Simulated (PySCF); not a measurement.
Compound: thiohydroxylamine, H₃NS.
SMILES: `NS`

Method used: TDDFT CAM-B3LYP/def2-SVPD, vertical, gas phase, core orbitals frozen in the response (PySCF). Geometry: GFN2-xTB, one conformer, isolated molecule. Torsions of this conformer, `[NH2:1][SH:2]`: H–N1–S2–H -120°.

| state | λ (nm) | E (eV) | f | symmetry | main configurations (H = HOMO, L = LUMO) |
| --- | --- | --- | --- | --- | --- |
| S1 | 239.1 | 5.19 | 0.0021 | A″ | H→L (86%), H→L+4 (8%) |
| S2 | 207.4 | 5.98 | 0.030 | A′ | H-1→L (95%) |
| S3 | 196.3 | 6.32 | 0.046 | A″ | H→L+1 (97%) |
| S4 | 173.9 | 7.13 | 0.025 | A′ | H-1→L+1 (92%) |
| S5 | 172.7 | 7.18 | 0.016 | A″ | H→L+2 (62%), H→L+4 (27%), H→L (9%) |
| S6 | 159.6 | 7.77 | 0.032 | A′ | H→L+3 (97%) |
| S7 | 158.4 | 7.83 | 0.059 | A′ | H-1→L+2 (59%), H-1→L+4 (34%) |
| S8 | 157.6 | 7.87 | 0.0083 | A″ | H→L+4 (63%), H→L+2 (34%) |

Triplets, Tamm–Dancoff:

| state | E (eV) | λ (nm) | main configurations (H = HOMO, L = LUMO) |
| --- | --- | --- | --- |
| T1 | 4.62 | 268.6 | H→L (79%) |
| T2 | 5.26 | 235.9 | H-1→L (85%) |
| T3 | 5.80 | 213.6 | H→L+1 (84%) |

The lowest singlet lies at 5.19 eV (239 nm, ultraviolet) and is very weak; its leading configuration is HOMO→LUMO (86%). The strongest level in the table is S7 at 7.83 eV (158 nm, f = 0.059). Löwdin shares by element: HOMO sulfur 78%, nitrogen 11%, hydrogen 7% or more; LUMO sulfur 64%, hydrogen 17% or more, nitrogen 12%. The oscillator strengths of these states sum to 0.218; summed over the whole spectrum of an exact calculation they would give the number of electrons, 26 (Thomas–Reiche–Kuhn). Orbital energies (eV): HOMO-3 -14.00, HOMO-2 -12.78, HOMO-1 -9.09, HOMO -8.51, LUMO 0.56, LUMO+1 1.27, LUMO+2 2.10. Weighted by f, the mean energy of these states is 7.10 eV. Symmetry labels in Cs follow from the direction of the transition dipole and are given only for states with f of 0.002 or more. The window holds the lowest 8 singlets.
